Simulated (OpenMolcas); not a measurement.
# NH2 (SMILES [NH2]): the vertical ionisation energy from total energies

NH2: 3 atoms, total charge 0, spin state doublet. SMILES: `[NH2]`. The shape is that of a GFN2-xTB optimisation.

```
atom    x (Å)    y (Å)    z (Å)
   N   0.3072  -0.1822   0.1514
   H   0.1556   0.8203   0.1748
   H  -0.4628  -0.6380  -0.3262
```

Both states at this one shape; open shells run unrestricted unless said. 1 Eh = 27.2114 eV.

```tsv
level	program	doublet NH2 (Eh)	singlet [NH2]+ (Eh)
UPBE/pcseg-0	OpenMolcas	-55.637851	-55.172026
U-r2SCAN/3-21G	OpenMolcas	-55.520701	-55.056476
ROCCSD(T)/pcseg-0, 1 core orbital frozen	OpenMolcas	-55.490774	-55.056034
```

Question: Work out the vertical ionisation energy at each level.

Answer: 
1. UPBE/pcseg-0: -55.172026 − (-55.637851) = 0.465825 Eh = 12.68 eV.
2. U-r2SCAN/3-21G: -55.056476 − (-55.520701) = 0.464225 Eh = 12.63 eV.
3. ROCCSD(T)/pcseg-0: -55.056034 − (-55.490774) = 0.434740 Eh = 11.83 eV.

No measured value is set beside it here; the levels span 11.83 to 12.68 eV.
